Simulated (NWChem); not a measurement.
# Basis-set dependence for Na

```
Na
```
Charge 0, spin multiplicity 2.

Program: NWChem.

Hartree-Fock energies in Ha, correlation energies in mHa.

The correlated methods keep 1 core orbital frozen. The Pople sets run with spherical d functions. No SCF solution was tested for a lower state. Open-shell Hartree-Fock references start from PBE0 orbitals. Coupled-cluster values serve here as a point of comparison, not as the truth.

```json
[
 {"basis": "def2-SVP", "functions": "15", "UHF": "-161.79263", "UMP2": "-0.8", "SCS-UMP2": "-0.8", "CCSD on ROHF": "-0.9", "CCSD[T] on ROHF": "-0.9", "CCSD(T) on ROHF": "-0.9", "CCSD on UHF": "-0.9", "CCSD[T] on UHF": "-0.9", "CCSD(T) on UHF": "-0.9", "CCSDT on ROHF": "-0.9"},
 {"basis": "6-31G*", "functions": "18", "UHF": "-161.84143", "UMP2": "-2.2", "SCS-UMP2": "-2.0", "CCSD on ROHF": "-2.3", "CCSD[T] on ROHF": "-2.4", "CCSD(T) on ROHF": "-2.4", "CCSD on UHF": "-2.3", "CCSD[T] on UHF": "-2.4", "CCSD(T) on UHF": "-2.4", "CCSDT on ROHF": "-2.4"},
 {"basis": "def2-TZVP", "functions": "32", "UHF": "-161.85185", "UMP2": "-163.7", "SCS-UMP2": "-156.5", "CCSD on ROHF": "-169.0", "CCSD[T] on ROHF": "-171.4", "CCSD(T) on ROHF": "-171.1", "CCSD on UHF": "-168.9", "CCSD[T] on UHF": "-171.3", "CCSD(T) on UHF": "-171.1", "CCSDT on ROHF": "-171.1"},
 {"basis": "def2-QZVP", "functions": "46", "UHF": "-161.85879", "UMP2": "-138.9", "SCS-UMP2": "-133.3", "CCSD on ROHF": "-144.6", "CCSD[T] on ROHF": "-146.7", "CCSD(T) on ROHF": "-146.5", "CCSD on UHF": "-144.5", "CCSD[T] on UHF": "-146.7", "CCSD(T) on UHF": "-146.5", "CCSDT on ROHF": "not run"}
]
```

From def2-TZVP to def2-QZVP the Hartree-Fock energy moves by -6.9 mHa and the UMP2 correlation energy by 24.8 mHa, which is 18 % of its value in the larger set.
